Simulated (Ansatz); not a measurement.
`CC1CC1`, relaxed with RKS PBE0-D4/def2-TZVP in the Gaussian-basis code of Ansatz from a PBE-D4/def2-SVP geometry. The force threshold is 0.005 eV/Å; the program also tests the step.

Charge 0, multiplicity 1.

Start:

```xyz
12

C     0.805    1.243    0.083
C    -0.084    0.103    0.528
C     0.096   -1.281   -0.052
C    -1.128   -0.466   -0.406
H     0.312    2.227    0.229
H     1.762    1.262    0.646
H     1.057    1.155   -0.995
H    -0.369    0.138    1.594
H    -0.028   -2.152    0.610
H     0.870   -1.415   -0.827
H    -1.193   -0.042   -1.422
H    -2.100   -0.773    0.013
```

**Question.** By how much does the energy fall, and how many steps does the optimiser take? (Estimate.)

**Answer.** The calculation gave: 1.27 kcal/mol, in 4 steps.

**Question.** Which bonds change most? (Best estimate.)

**Answer.** Ansatz gave: C2–H8 from 1.105 to 1.086 Å; C4–H11 from 1.103 to 1.084 Å; C3–H10 from 1.103 to 1.084 Å; C4–H12 from 1.101 to 1.083 Å.

**Question.** Give the relaxed structure. (Best estimate.)

**Answer.** Ansatz gave: 
```xyz
12

C     0.797    1.231    0.080
C    -0.085    0.102    0.528
C     0.097   -1.267   -0.050
C    -1.117   -0.458   -0.400
H     0.309    2.199    0.221
H     1.740    1.246    0.634
H     1.039    1.133   -0.983
H    -0.367    0.133    1.576
H    -0.029   -2.126    0.597
H     0.859   -1.390   -0.812
H    -1.172   -0.037   -1.398
H    -2.072   -0.765    0.008
```
